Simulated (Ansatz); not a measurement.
Born–Oppenheimer molecular dynamics of H₈Si₃ (11 atoms, charge 0, multiplicity 1). It goes on from the last frame of an earlier run, with new velocities.

Theory: Ansatz, RKS PBE/6-31G*.

```json
{"ensemble": "NVT, Nosé–Hoover chain", "time step": "1 fs", "steps asked": "100", "set temperature": "500 K", "thermostat": "time constant 100 fs, chain length 3 (defaults)", "seed": "531105"}
```

First frame:

```xyz
11
Properties=species:S:1:pos:R:3
Si -0.072 -0.135 -0.201
H -0.125 -0.238 1.323
Si 2.270 -0.040 -0.664
H 2.907 -1.293 -0.241
H 2.418 0.308 -2.100
H 2.820 1.181 0.119
Si -1.168 1.946 -0.680
H -2.673 1.878 -0.394
H -0.615 2.968 0.261
H -0.781 2.383 -2.042
H -0.755 -1.416 -0.746
```

(1) How far do the bonds stretch over the last three quarters of this one trajectory? (Pairs bonded in most of those frames.)

Results:

(1) 
| bond | mean (Å) | spread (Å) | shortest | longest |
| --- | --- | --- | --- | --- |
| Si1–H2 | 1.514 | 0.052 | 1.44 | 1.59 |
| Si1–Si3 | 2.371 | 0.068 | 2.27 | 2.47 |
| Si1–Si7 | 2.377 | 0.079 | 2.26 | 2.48 |
| Si1–H11 | 1.509 | 0.035 | 1.45 | 1.56 |
| Si3–H4 | 1.511 | 0.048 | 1.44 | 1.58 |
| Si3–H5 | 1.509 | 0.024 | 1.47 | 1.55 |
| Si3–H6 | 1.507 | 0.028 | 1.46 | 1.55 |
| Si7–H8 | 1.507 | 0.022 | 1.47 | 1.54 |
| Si7–H9 | 1.504 | 0.022 | 1.47 | 1.54 |
| Si7–H10 | 1.504 | 0.023 | 1.47 | 1.54 |

Mean temperature of the second half: 360 K. The conserved energy stayed within 0.3 meV per atom of its start (net change 0.16 meV per atom), so the integration is sound. The mean temperature of the second half is 28 % below the set value. A run of 0.1 ps of so small a system gives no equilibrium averages.

The run took 4.5 min on 1 thread of Arm Neoverse V1, on a shared host, peak memory 0.11 GiB.
